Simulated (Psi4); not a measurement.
**HF/STO-3G run of BNH6 (SMILES [BH3-][NH3+])**

Aim: the energy change on altering one bond length of BNH6 at HF/STO-3G, from 2 runs. 

The results are computed with Psi4 1.11.

1 further run of the same task is left out (set aside as unsound or not needed).

### Step 1. The structure to begin with

BNH6 has 8 atoms, charge 0, and is taken as a singlet. SMILES: `[BH3-][NH3+]`. The coordinates come from a PBE0-D4/def2-TZVP relaxation.

Bond lengths: B1–N2 1.639 Å, B1–H3 1.212 Å, B1–H4 1.212 Å, B1–H5 1.212 Å, N2–H6 1.015 Å, N2–H7 1.015 Å, N2–H8 1.015 Å. Some angles: B1–N2–H6 110.9°, B1–N2–H7 110.9°, B1–N2–H8 110.9°, N2–B1–H3 105.3°, N2–B1–H4 105.3°, N2–B1–H5 105.3°, H6–N2–H7 108.0°, H6–N2–H8 108.0°, H7–N2–H8 108.0°, H3–B1–H4 113.3°.

### Step 2. Energy and forces at HF/STO-3G

run.py

```python
import psi4

psi4.set_memory('1600 MB')
psi4.set_num_threads(1)
psi4.core.set_output_file('bh6n.out', False)

geom = psi4.geometry("""
B     -0.191300     0.250800    -0.775400
N      0.206500    -0.255100     0.731700
H     -0.078200    -0.728400    -1.481000
H     -1.332600     0.649700    -0.687200
H      0.604400     1.126600    -1.038400
H      0.140800     0.507000     1.398700
H      1.156600    -0.611300     0.755300
H     -0.414000    -0.996500     1.040500
symmetry c1
""")

psi4.set_options({
    'puream': True,
    'e_convergence': 1e-09,
    'd_convergence': 1e-08,
    'scf_type': 'pk',
})

E, wfn = psi4.gradient('scf/STO-3G', molecule=geom, return_wfn=True)
psi4.oeprop(wfn, 'WIBERG_LOWDIN_INDICES', 'QUADRUPOLE', 'LOWDIN_CHARGES', title='SCF')
print('gradient / Eh bohr^-1')
print(E.np.round(6))
print(f'energy = {wfn.energy():.10f} Eh')
```

Launch:

```console
$ python run.py
```

bh6n.out:

```text
[...]
  Running in c1 symmetry.
[...]
  Nuclear repulsion =   40.754562783001887
[...]
  Multiplicity = 1
[...]
  Nalpha       = 9
  Nbeta        = 9
[...]
    Number of basis functions: 16
[...]
   @RHF iter   1:   -81.56941680117424   -2.04203e+00   1.03835e-02 DIIS/ADIIS
[...]
   @RHF iter   9:   -81.59395329678441   -1.13687e-13   1.90443e-09 DIIS
[...]
    Orbital Energies [Eh]
    ---------------------
    Doubly Occupied:
       1A    -15.502646     2A     -7.282020     3A     -1.230112
       4A     -0.706333     5A     -0.706297     6A     -0.663555
       7A     -0.457573     8A     -0.347336     9A     -0.347316
[...]
  @RHF Final Energy:   -81.59395329678441
   => Energetics <=
    Nuclear Repulsion Energy =             40.7545627830018873
    One-Electron Energy =                -190.2106571611994923
    Two-Electron Energy =                  67.8621410814131991
    Total Energy =                        -81.5939532967844059
[...]
  -Total Gradient:
     Atom            X                  Y                   Z
    ------   -----------------  -----------------  -----------------
       1        0.008357229315    -0.010569131076     0.031558236625
       2        0.004531350699    -0.005794222097     0.017413168903
       3        0.002213505137    -0.023022893976    -0.019032579624
       4       -0.028117274241     0.010299510291     0.000168362966
       5        0.018702640938     0.021819615377    -0.008313768983
       6        0.000865202417    -0.013298930408    -0.013286896791
       7       -0.017383231919     0.006813393493    -0.001681140184
       8        0.010830577655     0.013752658396    -0.006825382912
[...]
 Multipole Moments:
 ------------------------------------------------------------------------------------
     Multipole            Electronic (a.u.)      Nuclear  (a.u.)        Total (a.u.)
 ------------------------------------------------------------------------------------
 L = 1.  Multiply by 2.5417464519 to convert [e a0] to [Debye]
 Dipole X            :          0.4375115            0.1242860            0.5617975
 Dipole Y            :         -0.5562412           -0.1581129           -0.7143541
 Dipole Z            :          1.6572297            0.4708985            2.1281282
 Magnitude           :                                                    2.3140545
 L = 2.  Multiply by 1.3450342976 to convert [e a0^2] to [Debye ang]
 Quadrupole XX       :        -25.5224531           14.7845602          -10.7378929
 Quadrupole XY       :          3.3800883           -3.3623926            0.0176957
[...]
```

Standard output:

```text
gradient / Eh bohr^-1
[[ 0.008357 -0.010569  0.031558]
 [ 0.004531 -0.005794  0.017413]
 [ 0.002214 -0.023023 -0.019033]
 [-0.028117  0.0103    0.000168]
 [ 0.018703  0.02182  -0.008314]
 [ 0.000865 -0.013299 -0.013287]
 [-0.017383  0.006813 -0.001681]
 [ 0.010831  0.013753 -0.006825]]
energy = -81.5939532968 Eh
```

Run time: 1.5 s. Hardware: 1 thread of Intel Xeon Platinum 8375C at 2.90GHz (Ice Lake), shared host; peak memory 0.18 GiB.

### Step 3. The distorted shape, same level

job.json

```json
{
 "schema_name": "qcschema_input",
 "schema_version": 1,
 "molecule": {
  "schema_name": "qcschema_molecule",
  "schema_version": 2,
  "symbols": ["B", "N", "H", "H", "H", "H", "H", "H"],
  "geometry": [-0.46836106, 1.39909086, -0.79864361, 0.28337199, 0.44307842, 2.04936263, -0.14777658, -1.37647651, -2.79868439, -2.62510549, 2.15290261, -0.63196977, 1.03529402, 3.054113, -1.29564158, 0.15921698, 1.88323869, 3.30980995, 2.07880078, -0.23004203, 2.09396017, -0.88920307, -0.95796453, 2.63291006],
  "molecular_charge": 0,
  "molecular_multiplicity": 1,
  "fix_symmetry": "c1"
 },
 "driver": "gradient",
 "model": {
  "method": "scf",
  "basis": "STO-3G"
 },
 "keywords": {
  "puream": true,
  "e_convergence": 1e-09,
  "d_convergence": 1e-08,
  "scf_type": "pk"
 }
}
```

Launch:

```console
$ psi4 --qcschema job.json -n 1 --memory 1600MB
```

stdout:

```text
[...]
  Running in c1 symmetry.
[...]
  Nuclear repulsion =   39.567705259859721
[...]
  Multiplicity = 1
[...]
  Nalpha       = 9
  Nbeta        = 9
[...]
    Number of basis functions: 16
[...]
   @RHF iter   1:   -81.43678169500110   -2.06620e+00   1.13171e-02 ADIIS/DIIS
[...]
   @RHF iter   9:   -81.46928721454350   -8.38440e-13   5.15746e-09 DIIS
[...]
    Orbital Energies [Eh]
    ---------------------
    Doubly Occupied:
       1A    -15.516747     2A     -7.323531     3A     -1.242545
       4A     -0.718117     5A     -0.717873     6A     -0.665913
       7A     -0.459121     8A     -0.367234     9A     -0.234766
[...]
  @RHF Final Energy:   -81.46928721454350
   => Energetics <=
    Nuclear Repulsion Energy =             39.5677052598597214
    One-Electron Energy =                -187.5822938616497026
    Two-Electron Energy =                  66.5453013872464680
    Total Energy =                        -81.4692872145434990
[...]
 Multipole Moments:
 ------------------------------------------------------------------------------------
     Multipole            Electronic (a.u.)      Nuclear  (a.u.)        Total (a.u.)
 ------------------------------------------------------------------------------------
 L = 1.  Multiply by 2.5417464519 to convert [e a0] to [Debye]
 Dipole X            :          0.3595853            0.1687307            0.5283161
 Dipole Y            :          0.1862147           -0.5429087           -0.3566940
 Dipole Z            :          2.2353807            0.1936194            2.4290001
 Magnitude           :                                                    2.5112526
[...]
  -Total Gradient:
     Atom            X                  Y                   Z
    ------   -----------------  -----------------  -----------------
       1       -0.000738660941     0.060786465582     0.078267184112
       2        0.004679050544    -0.000323513486     0.025636477995
       3        0.011843082416    -0.109058222884    -0.082732842746
       4       -0.026399568060     0.015703117994     0.004306456528
       5        0.016216886353     0.026187215111    -0.003413995093
       6        0.001279809506    -0.014979891822    -0.013267761687
       7       -0.017972730793     0.007268486145    -0.001748569900
       8        0.011092130975     0.014416343360    -0.007046949209
[...]
```

The result, in JSON:

```text
{
 "driver": "gradient",
 "model": {
  "method": "scf",
  "basis": "STO-3G"
 },
 "success": true,
 "return_result": [-0.0007386609405141062, 0.060786465581838006, 0.07826718411248748, 0.004679050544099228, -0.0003235134861355182, 0.025636477995040152, 0.011843082416398226, -0.1090582228835707, -0.08273284274628734, -0.02639956806033611, 0.01570311799395692, 0.004306456527513807, 0.01621688635254659, 0.026187215111373535, -0.003413995092817722, 0.0012798095062466382, -0.014979891821918612, -0.01326776168722163, -0.01797273079342998, 0.007268486144790809, -0.00174856989959153, 0.011092130974972164, 0.014416343359694161, -0.0070469492090139],
 "properties": {
  "calcinfo_nbasis": 16,
  "calcinfo_nmo": 16,
  "calcinfo_nalpha": 9,
  "calcinfo_nbeta": 9,
  "calcinfo_natom": 8,
  "nuclear_repulsion_energy": 39.56770525985972,
  "return_energy": -81.4692872145435,
  "return_gradient": [-0.0007386609405141062, 0.060786465581838006, 0.07826718411248748, 0.004679050544099228, -0.0003235134861355182, 0.025636477995040152, 0.011843082416398226, -0.1090582228835707, -0.08273284274628734, -0.02639956806033611, 0.01570311799395692, 0.004306456527513807, 0.01621688635254659, 0.026187215111373535, -0.003413995092817722, 0.0012798095062466382, -0.014979891821918612, -0.01326776168722163, -0.01797273079342998, 0.007268486144790809, -0.00174856989959153, 0.011092130974972164, 0.014416343359694161, -0.0070469492090139],
  "scf_one_electron_energy": -187.5822938616497,
  "scf_two_electron_energy": 66.54530138724647,
  "scf_dipole_moment": [0.5283160524889655, -0.3566939841606503, 2.4290000516794947],
  "scf_total_energy": -81.4692872145435,
  "scf_total_gradient": [-0.0007386609405141062, 0.060786465581838006, 0.07826718411248748, 0.004679050544099228, -0.0003235134861355182, 0.025636477995040152, 0.011843082416398226, -0.1090582228835707, -0.08273284274628734, -0.02639956806033611, 0.01570311799395692, 0.004306456527513807, 0.01621688635254659, 0.026187215111373535, -0.003413995092817722, 0.0012798095062466382, -0.014979891821918612, -0.01326776168722163, -0.01797273079342998, 0.007268486144790809, -0.00174856989959153, 0.011092130974972164, 0.014416343359694161, -0.0070469492090139],
  "scf_iterations": 9
 }
}
```

Run time: 1.5 s. Hardware: 1 thread of Intel Xeon Platinum 8375C at 2.90GHz (Ice Lake), shared host; peak memory 0.18 GiB.

### Step 4. Outcome

At HF/STO-3G:

| quantity | value |
| --- | --- |
| first shape: total energy | -81.59395 Eh |
| first shape: dipole moment | 5.88 D |
| first shape: HOMO energy | -9.45 eV |
| first shape: LUMO energy | 14.26 eV |
| first shape: HOMO–LUMO gap | 23.71 eV |
| first shape: largest force on an atom | 1.765 eV/Å |
| distorted shape: total energy | -81.46929 Eh |
| distorted shape: dipole moment | 6.38 D |
| distorted shape: HOMO energy | -6.39 eV |
| distorted shape: LUMO energy | 11.84 eV |
| distorted shape: HOMO–LUMO gap | 18.22 eV |
| distorted shape: largest force on an atom | 7.065 eV/Å |
| energy change with the B1–H3 bond stretched from 1.212 to 1.818 Å | 3.392 eV |

**Reading.** With the B1–H3 bond stretched from 1.212 to 1.818 Å the energy rises by 3.39 eV (327 kJ/mol). The first shape isn't relaxed at this level, so the change isn't measured from a minimum. The minimal basis adds a large error of its own. The largest force (first shape) is 1.76 eV/Å: the shape isn't a stationary point for this species at this level.
